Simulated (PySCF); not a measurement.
A species of formula C3H5Cl has this rotational fingerprint, computed with PBE0-D3(BJ)/def2-SVP geometry optimisation, gas phase (PySCF):

- Rotational constants: A = 14390, B = 3604, C = 2935 MHz
- Dipole components: |μa| = 1.39 D, |μb| = 0.61 D, |μc| = 0.00 D
- Inertial defect: -3.15 u·Å²
- κ: -0.88

Question: Which candidate fits, each taken in the one conformer that was computed?
A. `C=C(C)Cl` (2-chloro-1-propene)
B. `C/C=C\Cl` (1-chloro-1-propene(Z))
C. `C/C=C/Cl` (1-chloro-1-propene(E))

Answer: B. It is C/C=C\Cl, an asymmetric top, point group Cs. The candidates at the same level (rigid rotor, commonest isotopes):

| SMILES | A (MHz) | B (MHz) | C (MHz) | μa (D) | μb (D) | μc (D) | Δ (u·Å²) | point group | rotor |
| --- | --- | --- | --- | --- | --- | --- | --- | --- | --- |
| C/C=C\Cl | 14390 | 3604 | 2935 | 1.39 | 0.61 | 0.00 | -3.15 | Cs | asymmetric top |
| C=C(C)Cl | 9261 | 5001 | 3315 | 1.50 | 0.32 | 0.00 | -3.16 | Cs | asymmetric top |
| C/C=C/Cl | 41598 | 2446 | 2344 | 1.80 | 0.25 | 0.00 | -3.15 | Cs | near-prolate asymmetric top |

`C/C=C/Cl` has A 189 % too high; `C=C(C)Cl` has B 39 % too high. In the right answer the mirror of this Cs structure is the ab plane, so μc vanishes by symmetry. No structure here is proved a minimum.
